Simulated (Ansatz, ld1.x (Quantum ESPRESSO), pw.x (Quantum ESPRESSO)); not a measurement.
pw.x on diamond Mn: one setting changed

Potential: ultrasoft, ld1.x (Quantum ESPRESSO) 7.5, PBEsol; core [Ar], reference 3d5 4s2 4p0; waves: 4s (bound): rcut 2.15, rcutus 2.55 bohr; 4s channel at 0.25 Ry: rcut 2.15, rcutus 2.55 bohr; 4p (bound, empty): rcut 2.20, rcutus 2.55 bohr; 4p channel at 1.9 Ry: rcut 2.20, rcutus 2.55 bohr; 3d (bound): rcut 1.20, rcutus 1.40 bohr; 3d channel at 0.1 Ry: rcut 1.20, rcutus 1.40 bohr; 4f channel at 0.5 Ry: rcut 1.95, rcutus 2.50 bohr; 4f channel at 2.4 Ry: rcut 1.95, rcutus 2.50 bohr; local part: all-electron potential smoothed inside 2.40 bohr (lloc = -1); core correction: none; augmentation: built from norm-conserving waves at rcut, not smoothed further.

The reference run (k-mesh 9³, cutoffs 110/880 Ry, Fermi–Dirac 0.01 Ry, mixing_beta 0.4, conv_thr 1e-9, no spin) gives -1.50 GPa at 14.486 Å³/atom, where all-electron LAPW gives 0.82 GPa. This run, with its own iteration cap, changes ecutrho/ecutwfc to 2.

```
&control
  calculation='scf', prefix='x', pseudo_dir='./', outdir='./tmp', tstress=.true., disk_io='none'
/
&system
  ibrav=0, nat=2, ntyp=1, ecutwfc=110, ecutrho=220, nbnd=15,
  occupations='smearing', smearing='fd', degauss=0.01
/
&electrons
  conv_thr=1e-09, mixing_beta=0.4, electron_maxstep=50
/
ATOMIC_SPECIES
Mn 1.0 Mn.UPF
CELL_PARAMETERS angstrom
  0.00000000 2.43771442 2.43771442
  2.43771442 0.00000000 2.43771442
  2.43771442 2.43771442 0.00000000
ATOMIC_POSITIONS crystal
Mn 0.0000 0.0000 0.0000
Mn 0.2500 0.2500 0.2500
K_POINTS automatic
9 9 9 0 0 0
```

```bash
pw.x < Mn.scf.in > Mn.scf.out
```

Question: How does the run end?

Answer: It converges in 10 iterations; the free energy moves by -12.3 meV/atom and the pressure by +1.10 GPa. Below 4 the density is truncated and F is no longer variational, so a small shift in one case is no licence.

```
Message from routine set_cutoff:
     ecutrho < 4*ecutwfc, are you sure?
     Message from routine setup:
     using ibrav=0 with symmetry is DISCOURAGED, use correct ibrav instead
     lattice parameter (alat)  =       6.5147  a.u.
     unit-cell volume          =     195.5127 (a.u.)^3
     number of electrons       =        14.00
     number of Kohn-Sham states=           15
     kinetic-energy cutoff     =     110.0000  Ry
     charge density cutoff     =     220.0000  Ry
     scf convergence threshold =      1.0E-09
     Exchange-correlation= PBESOL
     number of k points=    35  Fermi-Dirac smearing, width (Ry)=  0.0100
     negative rho (up, down):  1.644E-03 0.000E+00
     iteration #  1     ecut=   110.00 Ry     beta= 0.40
     negative rho (up, down):  1.666E-03 0.000E+00
     total energy              =     -59.30806131 Ry
     estimated scf accuracy    <       0.08207090 Ry
     iteration #  2     ecut=   110.00 Ry     beta= 0.40
     negative rho (up, down):  1.652E-03 0.000E+00
     total energy              =     -59.30880864 Ry
     estimated scf accuracy    <       0.02398686 Ry
     iteration #  3     ecut=   110.00 Ry     beta= 0.40
     negative rho (up, down):  1.657E-03 0.000E+00
     total energy              =     -59.30896773 Ry
     estimated scf accuracy    <       0.00507823 Ry
     iteration #  4     ecut=   110.00 Ry     beta= 0.40
     negative rho (up, down):  1.668E-03 0.000E+00
     total energy              =     -59.30949195 Ry
     estimated scf accuracy    <       0.00016818 Ry
     iteration #  5     ecut=   110.00 Ry     beta= 0.40
     negative rho (up, down):  1.665E-03 0.000E+00
     total energy              =     -59.30954622 Ry
     estimated scf accuracy    <       0.00020457 Ry
     iteration #  6     ecut=   110.00 Ry     beta= 0.40
     negative rho (up, down):  1.664E-03 0.000E+00
     total energy              =     -59.30955032 Ry
     estimated scf accuracy    <       0.00002580 Ry
     iteration #  7     ecut=   110.00 Ry     beta= 0.40
     negative rho (up, down):  1.664E-03 0.000E+00
     total energy              =     -59.30955436 Ry
     estimated scf accuracy    <       0.00000013 Ry
     iteration #  8     ecut=   110.00 Ry     beta= 0.40
     negative rho (up, down):  1.664E-03 0.000E+00
     total energy              =     -59.30955439 Ry
     estimated scf accuracy    <       0.00000006 Ry
     iteration #  9     ecut=   110.00 Ry     beta= 0.40
     negative rho (up, down):  1.664E-03 0.000E+00
     total energy              =     -59.30955439 Ry
     estimated scf accuracy    <          2.3E-09 Ry
     iteration # 10     ecut=   110.00 Ry     beta= 0.40
     negative rho (up, down):  1.664E-03 0.000E+00
     the Fermi energy is     9.2644 ev
!    total energy              =     -59.30955439 Ry
     estimated scf accuracy    <          3.2E-11 Ry
     smearing contrib. (-TS)   =      -0.00906793 Ry
     The total energy is F=E-TS. E is the sum of the following terms:
     one-electron contribution =      -2.28261843 Ry
     hartree contribution      =      13.68818962 Ry
     xc contribution           =     -13.40731651 Ry
     ewald contribution        =     -57.29874115 Ry
     convergence has been achieved in  10 iterations
          total   stress  (Ry/bohr**3)                   (kbar)     P=       -3.98
     Message from routine punch:
     Nothing written, as per user request (disk_io='none')
```

The run took about 28 s on one core of a shared host (AMD EPYC 7R43 64-Core Processor, 256 threads, 1004 GiB, load 78).
